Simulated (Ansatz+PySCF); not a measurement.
Values are calculated unless marked as measured or tabulated.
## PySCF 2.14.0 run

```python
from pyscf import gto, scf, mp

mol = gto.M(atom="""
C 0.721260 0.846010 0.000000
C -0.721260 0.846010 0.000000
C -0.721260 -0.846010 0.000000
C 0.721260 -0.846010 0.000000
H 1.556090 1.677470 0.000000
H -1.556090 1.677470 0.000000
H -1.556090 -1.677470 0.000000
H 1.556090 -1.677470 0.000000
""", basis='def2-svp', charge=0, spin=0)
mf = scf.RHF(mol)
mf.kernel()
pt = mp.MP2(mf, frozen=4).run()
print(mf.e_tot, pt.e_corr, pt.e_tot)
```

The script is written out from the run's settings.

The run gave:

- Converged: yes
- Reference energy: -153.45965 hartree
- Correlation energy: -0.54594 hartree
- Total energy: -154.00558 hartree

Caution: an unrestricted determinant lies well below.
